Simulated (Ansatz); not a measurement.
**CH3B (SMILES B[CH]) at 6 levels**

Wanted: a comparison of 6 runs (U-revPBE/STO-3G, UB2PLYP/STO-3G, UPBE/STO-3G, USVWN5/STO-3G, UMP2/STO-3G, UCCSD/STO-3G) of CH3B. 

The calculation is run with Ansatz 0.2.0.

49 further runs of the same task are left out: 3 that didn't finish, 46 set aside as unsound or not needed.

**1. The molecule**

CH3B: 5 atoms, total charge 0, spin state triplet. As SMILES, `B[CH]`. The C2–B1 distance was set to 2.194 Å, away from the relaxed value.

Bond lengths: B1–H3 1.182 Å, B1–H4 1.174 Å, C2–H5 1.068 Å. Angles: H3–B1–H4 117.7°. A long bond or contact: B1–C2 2.194 Å.

**2. A single-point energy at U-revPBE/STO-3G (run 1)**

Contents of input.yaml:

```yaml
crystal:
  periodic: [false, false, false]
  atoms:
    - symbol: B
      position_ang: [-0.782441, -0.991870, -0.036055]
    - symbol: C
      position_ang: [0.507540, 0.779550, -0.141970]
    - symbol: H
      position_ang: [-0.738541, -1.708720, 0.902125]
    - symbol: H
      position_ang: [-1.534611, -1.263210, -0.896065]
    - symbol: H
      position_ang: [1.258080, 1.412850, 0.277880]
basis:
  gaussian: {orbitals: STO-3G}
total_charge: 0
magnetization: {spin_polarized: true, initial_magnetization: 2}
hamiltonian: {xc: {name: revPBE}}
accuracy: high
```

Launch:

```
$ ansatz run input.yaml --threads 1 --pin off --max-ram 2610MiB --events-out events.jsonl --progress --plain --runs-dir runs
```

Log:

```text
Warning: RAYON_NUM_THREADS=1 ignored (pool sized by the plan → 1); use --threads N
Functional definition: revPBE
  name "revPBE"
  parameter kappa = 1.245
  parameter beta = 0.06672455060314922
  exchange = pbe_x(kappa = kappa, mu = beta*pi^2/3)
  correlation = pbe_c(beta = beta)
206 factors; integrals over basis functions are off by at most 5.2e-9 eV
mean field evaluation 1: about -1731.6310 eV, gradient 9.4e0 eV
mean field evaluation 2: about -1719.7292 eV, gradient 3.5e1 eV
mean field evaluation 4: about -1732.4269 eV, gradient 1.7e0 eV
mean field evaluation 8: about -1732.3643 eV, gradient 2.1e-2 eV
mean field evaluation 16: about -1732.3643 eV, gradient 9.8e-6 eV
mean field -1732.36434309 eV, -63.6632153698 hartree, gradient 3.9e-8 eV, S^2 2.011761; 0 other end points of the search recorded, 0 dependent functions left out
reference -1732.36434534 eV, -63.6632154526 hartree; 8, 6 occupied and 5, 7 virtual orbitals, 206 factors
Total energy: -1732.36434534 eV, -63.6632154526 hartree
```

It took 1.1 s on 1 thread of Arm Neoverse V1, shared host; peak memory 0.11 GiB.

**3. A single-point energy at UB2PLYP/STO-3G (run 2)**

Contents of molecule.yaml:

```yaml
basis:
  gaussian:
    orbitals: STO-3G
crystal:
  periodic: [false, false, false]
  atoms:
    - {symbol: B, position_ang: [-0.782441, -0.991870, -0.036055]}
    - {symbol: C, position_ang: [0.507540, 0.779550, -0.141970]}
    - {symbol: H, position_ang: [-0.738541, -1.708720, 0.902125]}
    - {symbol: H, position_ang: [-1.534611, -1.263210, -0.896065]}
    - {symbol: H, position_ang: [1.258080, 1.412850, 0.277880]}
magnetization:
  spin_polarized: true
  initial_magnetization: 2
accuracy: high
hamiltonian:
  xc: {name: B2PLYP}
correlation:
  frozen_orbitals: {B: 1, C: 1, H: 0}
```

Launch:

```
$ ansatz run molecule.yaml --threads 1 --pin off --max-ram 2610MiB --events-out events.jsonl --progress --plain --runs-dir runs
```

Log, cut to the lines that bear on the results:

```text
Warning: RAYON_NUM_THREADS=1 ignored (pool sized by the plan → 1); use --threads N
Functional definition: B2PLYP
  name "B2PLYP"
[...]
206 factors; integrals over basis functions are off by at most 5.2e-9 eV
[...]
mean field -1728.73285944 eV, -63.5297608073 hartree, gradient 7.2e-8 eV, S^2 2.057799; 0 other end points of the search recorded, 0 dependent functions left out
2 core orbitals not correlated: weight in the atoms' cores, before any rotation towards them, 1.000 or more for the frozen orbitals, at most 0.000 for the correlated occupied ones
reference -1728.73287614 eV, -63.5297614209 hartree; 6, 4 occupied and 5, 7 virtual orbitals, 206 factors
second order -2.36159049 eV of doubles, -0.00000000 eV of singles
Total energy: -1729.37050557 eV, -63.5531938703 hartree
```

Wall time 1.3 s (1 thread of Arm Neoverse V1, shared host); peak memory 0.11 GiB.

Runs 3 to 5 aren't shown in full; the table further down has their settings and results.

**4. A single-point energy at UCCSD/STO-3G (run 6)**

Changes to input.yaml since step 2:

```diff
@@ -14,6 +14,12 @@
 basis:
-  gaussian: {orbitals: STO-3G}
-total_charge: 0
-magnetization: {spin_polarized: true, initial_magnetization: 2}
-hamiltonian: {xc: {name: revPBE}}
+  gaussian:
+    orbitals: STO-3G
+magnetization:
+  spin_polarized: true
+  initial_magnetization: 2
+correlation:
+  method: ccsd
+  frozen_orbitals: {B: 1, C: 1, H: 0}
 accuracy: high
+scf:
+  omitted_lower_state_checks: [cluster_reference, increment]
```

Launch:

```
$ ansatz run input.yaml --threads 1 --pin off --max-ram 2610MiB --events-out events.jsonl --progress --plain --runs-dir runs
```

Log:

```text
Warning: RAYON_NUM_THREADS=1 ignored (pool sized by the plan → 1); use --threads N
[... 12 lines left out ...]
2 core orbitals not correlated: weight in the atoms' cores, before any rotation towards them, 1.000 or more for the frozen orbitals, at most 0.000 for the correlated occupied ones
[... 37 lines left out ...]
Total energy: -1724.07126528 eV, -63.3584503817 hartree
Checks for a lower state left out: cluster_reference, increment
```

Run time: 0.16 s. Hardware: 1 thread of Arm Neoverse V1, shared host.

**5. The series**

| run | level | frozen core orbitals | energy (Eh) | ⟨S²⟩ | wall time |
| --- | --- | --- | --- | --- | --- |
| 1 | U-revPBE/STO-3G | – | -63.663215 | 2.012 | 1.1 s |
| 2 | UB2PLYP/STO-3G | 2 | -63.553194 | 2.058 | 1.3 s |
| 3 | UPBE/STO-3G | – | -63.566291 | 2.011 | 1.1 s |
| 4 | USVWN5/STO-3G | – | -62.965957 | 2.012 | 0.66 s |
| 5 | UMP2/STO-3G | 2 | -63.316307 | 2.329 | 0.08 s |
| 6 | UCCSD/STO-3G | 2 | -63.358450 | 2.329 | 0.16 s |

**6. Summary of results**

| quantity | value |
| --- | --- |
| run 6: total energy | -63.35845 Eh |
| run 6: correlation energy (2 core orbitals frozen) | -92.3 mEh |
| run 6: ⟨S²⟩ of the reference determinant | 2.329 |
| run 6: T1 diagnostic | 0.054 |

Totals of different functionals can't be ranked against each other. In runs 1, 2, 3, 4, 5, 6 the basis is minimal, so the values are rough. Spin contamination of the reference: run 5 ⟨S²⟩ = 2.33, run 6 ⟨S²⟩ = 2.33. All runs together took 4.3 s, the longest 1.3 s.
